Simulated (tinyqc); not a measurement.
Inside a calculation. Method: UHF in the sto-3g basis, for H2O+, spin multiplicity 2. One step of it, computed by the program tinyqc.

Problem. Iteration 2: DIIS coefficients. Solve [B -1; -1 0][c; lambda] = [0; -1] for the coefficients, which sum to one.

B (overlaps of the stored error matrices):
```
                1               2
1   1.1807953e+00  -7.7959946e-02
2  -7.7959946e-02   2.4764959e-02
```

Give: DIIS coefficients.

Solution.

DIIS coefficients: 0.0755  0.9245
